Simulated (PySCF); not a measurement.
EPR parameters of PH

Compound: PH (triplet state).
SMILES with atom numbers: `[PH:1]` (hydrogens: H2 on P1)

Computed, not measured: UKS B3LYP, IGLO-III on P, pcH-1 on H, non-relativistic, mean-field spin-orbit, GIAO in PySCF. Geometry: PBE0-D3(BJ)/def2-SVP; no solvent, vibrations or thermal averaging.

```
g1, g2, g3                      : 2.00219, 2.00669, 2.00669
g_iso                           : 2.00519
Form of g                       : axial
⟨S²⟩                            : 2.0060 (exact 2.0000)
D, E                            : 4.724, 0.000 cm⁻¹
α and β electrons               : 9, 7
HOMO–LUMO gap, α and β orbitals : 7.72, 5.68 eV
```

Isotropic coupling and dipolar principal values T1 to T3, in MHz:

| atom | isotope | a_iso | of which spin–orbit | T1 | T2 | T3 | Mulliken spin population |
| --- | --- | --- | --- | --- | --- | --- | --- |
| P1 | 31P | 67.4 | -5.4 | -324.1 | 162.0 | 162.0 | 2.06 |
| H2 | 1H | -32.8 | 0.1 | -7.4 | -7.4 | 14.7 | -0.06 |

Largest spin populations (Mulliken): P1 (+2.06) and H2 (-0.06). P1 is the only atom above +0.15.

Axes: g1 lies along the molecular axis.

β density exceeds α density at some nuclei, such as H2 (-0.0147), spin density in bohr⁻³. In a single determinant that takes different orbitals for the two spins, that is spin polarisation.

Time: 1.7 s. Hardware: one thread, Arm Neoverse V1, no GPU, on a shared host.
